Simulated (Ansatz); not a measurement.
Input for Ansatz (development build ahead of 0.2.0):

```yaml
crystal:
  periodic: [false, false, false]
  atoms:
    - { symbol: B, position_ang: [0.0, 0.0, -1.09272] }
    - { symbol: Al, position_ang: [0.0, 0.0, 1.09272] }
basis:
  gaussian: { orbitals: def2-SVP }
magnetization:
  spin_polarized: true
  initial_magnetization: 2
hamiltonian:
  xc: hf
correlation:
  method: mp2
  frozen_orbitals: { Al: 5, B: 1 }
```

The input is written out in the form of the current development build from the run's settings.

Output:

| Property | Result |
| --- | --- |
| Converged | yes |
| Reference energy | -266.34314 hartree |
| Correlation energy | -0.07114 hartree |
| Total energy | -266.41428 hartree |
| Spin squared of the determinant | 2.316 |
| Stability test | minimum |

Messages of the program:
```
mean field -7247.56596844 eV, -266.3431367634 hartree, gradient 1.5e-6 eV, S^2 2.316377; 18 other ends of a descent, 0 dependent functions left out
```

Caution: the unrestricted determinant is spin contaminated; the determinant may break the point group.
